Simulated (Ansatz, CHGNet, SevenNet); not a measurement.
# hcp Tc: properties by level of theory

Reference values: lattice constant a 2.741 Å (measured, 293 K, not corrected to a static lattice; as tabulated in Wikipedia's data pages); lattice parameter c 4.399 Å (measured, 293 K, no zero-point or thermal correction; as tabulated in Wikipedia's data pages).

```
level (code)           equilibrium lattice constant a (Å)  lattice parameter c (Å)
---------------------  ----------------------------------  -----------------------
CHGNet 0.3.0 (CHGNet)                                 ___                    4.402
SevenNet-0 (SevenNet)                               2.766                    4.407
LDA (Ansatz)                                          ___                      ___
PBE (Ansatz)                                        2.752                    4.403
PBEsol (Ansatz)                                       ___                    4.359
r²SCAN (Ansatz)                                       ___                    4.382
```

Problem. Complete the blanks.

Solution. 
- CHGNet 0.3.0 (CHGNet), equilibrium lattice constant a (Å): 2.764
- LDA (Ansatz, a quantum-chemistry and plane-wave program), equilibrium lattice constant a (Å): 2.710
- LDA (Ansatz), lattice parameter c (Å): 4.332
- PBEsol (Ansatz), equilibrium lattice constant a (Å): 2.724
- r²SCAN (Ansatz), equilibrium lattice constant a (Å): 2.736

Differences from the reference values (errors of the level alone only where the reference is corrected to a static lattice):

| level | lattice constant a (%) | lattice parameter c (%) |
|---|---|---|
| CHGNet 0.3.0 | +0.84 | +0.07 |
| SevenNet-0 | +0.91 | +0.18 |
| LDA | -1.13 | -1.52 |
| PBE | +0.40 | +0.09 |
| PBEsol | -0.62 | -0.91 |
| r²SCAN | -0.18 | -0.39 |

Nearest: lattice constant a, not ranked (reference at room or unstated temperature); lattice parameter c, not ranked (reference at room or unstated temperature).

Machine-learned potentials (CHGNet 0.3.0, SevenNet-0) are trained on DFT data, which may include these solids.

Ansatz's density-functional and Hartree–Fock values are scalar-relativistic unless marked +SOC, with PAW data made under PBE.

Differences are worked out from the printed values.
